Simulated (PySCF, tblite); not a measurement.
Energy landscape of H₄Si, singlet: flattening of a tetrahedron along the D2d path, bond length relaxed. Scanned: the two opposite H-Si-H angles (109.47 = tetrahedral, 180 = square planar). Other coordinates (Si-H bond length) were minimised at B3LYP/def2-TZVP.

- GFN2-xTB, 300 K electronic temperature (tblite)
- CCSD(T) on RHF/cc-pVTZ, 5 core orbitals frozen (PySCF)

Energies relative to the lowest point of each profile, in kJ/mol; the last columns give the difference from CCSD(T):

```tsv
a / °	GFN2-xTB	CCSD(T)	GFN2-xTB − CCSD(T)
90	34.9	47.5	-12.5
95	18.2	25.7	-7.5
100	7.4	10.8	-3.4
105	1.6	2.4	-0.8
109.47	0.0	0.0	0.0
115	2.1	3.5	-1.4
120	7.3	12.3	-5.0
130	25.0	45.1	-20.0
140	49.2	96.0	-46.8
150	75.7	162.7	-87.0
160	100.3	241.6	-141.3
170	118.2	325.2	-207.0
180	125.3	—	—
```

GFN2-xTB is furthest from CCSD(T) at 170 (-207.0 kJ/mol, below); its mean absolute difference over the points is 44.4 kJ/mol.

A dash means that the run gave no value there, or that the column was ended at a point which the program doubted or which failed a test of continuity chosen for this set; such a test can also cut sound points.
